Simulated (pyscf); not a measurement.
Structures and frequencies: ωB97X-D3(BJ)/def2-SVP in PySCF.

### Question
How much does it cost (ΔH, 298 K, ωB97M-D3(BJ)/def2-TZVP) to split H₃Si–SiH₂–Si(Cl)(Cl)–Cl at its Si–Si bond into SiH₃• + •H₂Si–Si(Cl)(Cl)–Cl?

### Answer
Si–Si to SiH₃• + •H₂Si–Si(Cl)(Cl)–Cl: 75.9 kcal/mol. The 7 functionals that were run give +69.3 (r²SCAN) to +80.9 kcal/mol (ωB97X-D3(BJ)). Other isomers of •H₂Si–Si(Cl)(Cl)–Cl were not searched in full and may lie lower.
